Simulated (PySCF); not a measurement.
TDDFT excited states: C2H6O2S

Species: C₂H₆O₂S.
SMILES: `CS(C)(=O)=O`

Computed with TDDFT CAM-B3LYP/aug-cc-pVTZ, vertical, gas phase, core orbitals frozen in the response (PySCF). Isolated species at its PBE0-D3(BJ)/def2-TZVP geometry, gas phase.

Task: List the vertical singlet excitations with oscillator strengths and describe the spectrum.

Result: 

```
state  E (eV)  λ (nm)       f  symmetry      main configurations (H = HOMO, L = LUMO)
   S1    7.44   166.7   0.044  B1 or B2                        H→L (84%), H→L+6 (10%)
   S2    7.79   159.2  0.0062  B1 or B2                    H-1→L (81%), H-1→L+6 (12%)
   S3    8.20   151.2  0.0000         –       H-2→L (48%), H→L+2 (33%), H-2→L+6 (10%)
   S4    8.30   149.4   0.064  B1 or B2        H→L+6 (44%), H→L+14 (23%), H→L+3 (16%)
   S5    8.37   148.1   0.016        A1                                   H→L+1 (88%)
   S6    8.48   146.2  0.0000         –                      H→L+2 (54%), H-2→L (25%)
   S7    8.59   144.4  0.0067        A1                    H-3→L (42%), H-1→L+2 (39%)
   S8    8.64   143.5   0.015  B1 or B2                      H→L+3 (70%), H→L+6 (20%)
   S9    8.67   142.9  0.0000         –                                 H-1→L+1 (88%)
  S10    8.74   141.9   0.015  B1 or B2  H-1→L+6 (37%), H-1→L+3 (32%), H-1→L+14 (17%)
```

Triplets, Tamm–Dancoff:

```tsv
state	E (eV)	λ (nm)	main configurations (H = HOMO, L = LUMO)
T1	7.32	169.5	H→L (77%), H→L+6 (12%)
T2	7.64	162.4	H-1→L (65%), H-1→L+6 (19%)
T3	7.97	155.5	H→L+6 (38%), H→L+14 (21%), H→L+3 (15%)
T4	8.11	152.9	H-2→L (55%), H→L+2 (15%), H-2→L+6 (15%)
```

The lowest singlet comes at 167 nm (718 kJ/mol) in the vacuum ultraviolet; it is of moderate strength; its leading configuration is HOMO→LUMO (84%). The strongest level in the table is S4 at 8.30 eV (149 nm, f = 0.064). Löwdin shares by element: HOMO oxygen 51%, sulfur 18%, carbon 11% or more (atoms not listed hold the other 20%); LUMO hydrogen 71% or more (atoms not listed hold the other 29%). Weighted by f, the mean energy of these states is 8.14 eV. The oscillator strengths of these states sum to 0.166; summed over the whole spectrum of an exact calculation they would give the number of electrons, 50 (Thomas–Reiche–Kuhn). Orbital energies (eV): HOMO-3 -11.10, HOMO-2 -10.76, HOMO-1 -10.20, HOMO -9.93, LUMO -0.03, LUMO+1 0.51, LUMO+2 0.66. No computed singlet lies in the visible range (380 to 750 nm); the lowest, at 167 nm, stands 4.17 eV above its violet end (3.26 eV). Symmetry labels in C2v follow from the direction of the transition dipole and are given only for states with f of 0.002 or more; B1 and B2 swap with the choice of axes. The window holds the lowest 10 singlets.
